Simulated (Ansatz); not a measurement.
Reaction (formal exchange of groups at a C–C bond): `CC(C)C(F)F` + `C=C` → `C=CC(F)F` + `CCC`

Isolated molecules relaxed with PBE0-D4/def2-TZVP in Ansatz; ΔE leaves out vibrations. CCSD(T)/CBS is the MP2 limit (def2-TZVPP, def2-QZVPP) plus CCSD(T) − MP2 in def2-TZVPP, frozen cores. This one scheme is used for every species. DFT in def2-TZVPP. B3LYP here is the variant with VWN-RPA as its local correlation; programs differ in this. HSE06 is defined as in plane-wave codes. Each species was taken in one conformer, which may not be the lowest.

`CC(C)C(F)F`:

```xyz
14

C     1.027   -0.316   -1.002
C     0.198   -0.230    0.271
C     0.146    1.183    0.831
C    -1.188   -0.778    0.021
F    -1.915   -0.801    1.171
F    -1.871    0.003   -0.861
H     0.609    0.326   -1.780
H     1.069   -1.336   -1.391
H     2.051    0.011   -0.810
H     0.635   -0.897    1.024
H     1.155    1.532    1.060
H    -0.447    1.230    1.745
H    -0.292    1.871    0.105
H    -1.177   -1.797   -0.384
```

`C=C`:

```xyz
6

C    -0.346   -0.527   -0.200
C     0.346    0.527    0.200
H    -0.153   -1.006   -1.154
H    -1.135   -0.956    0.408
H     0.153    1.006    1.154
H     1.135    0.956   -0.408
```

`C=CC(F)F`:

Cartesian coordinates in Å:
```
C 1.355 -0.217 0.247
C 0.072 -0.156 0.558
C -1.004 0.160 -0.424
F -0.498 0.527 -1.625
F -1.756 1.199 0.038
H 1.700 -0.029 -0.762
H 2.101 -0.456 0.996
H -0.282 -0.347 1.566
H -1.687 -0.681 -0.594
```

`CCC`:

Z-matrix (Å, degrees):
```
C
C 1 1.519
H 1 1.094 2 111.1
H 1 1.094 2 111.1 3 119.5
H 1 1.093 2 111.7 3 -120.3
C 2 1.519 1 112.7 3 -59.7
H 2 1.095 1 109.5 3 178.2
H 2 1.095 1 109.5 3 62.4
H 6 1.094 2 111.0 1 59.7
H 6 1.093 2 111.7 1 -180.0
H 6 1.094 2 111.1 1 -59.7
```

Task: Is it downhill or uphill in electronic energy at CCSD(T)/CBS, and by how much? (An estimate is asked.)

Result: Ansatz gave: Uphill: ΔE = +11.7 kJ/mol.

Task: What do these levels give: B3LYP-D4, r2SCANh-D4, HSE06-D4, PBE-QIDH, PBE, r2SCAN, r2SCAN0, BHLYP, MP2/def2-SVP, SCS-MP2/def2-TZVPP, HF/def2-QZVPP, HF/CBS(def2)? (An estimate is asked.)

Result: Computed: B3LYP-D4 5.9, r2SCANh-D4 8.1, HSE06-D4 5.6, PBE-QIDH 7.9, PBE 1.7, r2SCAN 7.0, r2SCAN0 7.4, BHLYP 4.4, MP2/def2-SVP 12.8, SCS-MP2/def2-TZVPP 9.8, HF/def2-QZVPP 4.3, HF/CBS(def2) 4.3 kJ/mol.

Largest T1 diagnostic among the species: 0.012.

Leaving LDA and LC-ωPBE aside and taking each functional with its dispersion term where it has one, the values, not all of them listed here, spread over 6.0 kJ/mol, from PBE-D4 to ωB97M-V. LDA lies +5.8 kJ/mol from PBE without D4. In def2-TZVPP, CCSD(T) changes the Hartree–Fock value by +7.1 kJ/mol (the triples alone add +0.9 kJ/mol) and MP2 by +6.9 kJ/mol. The D4 term adds +4.2 kJ/mol with B3LYP and +2.4 kJ/mol with PBE0; it sums over pairs of atoms, weighted by their polarisabilities, and B3LYP, whose exchange is more repulsive, gets the larger term.
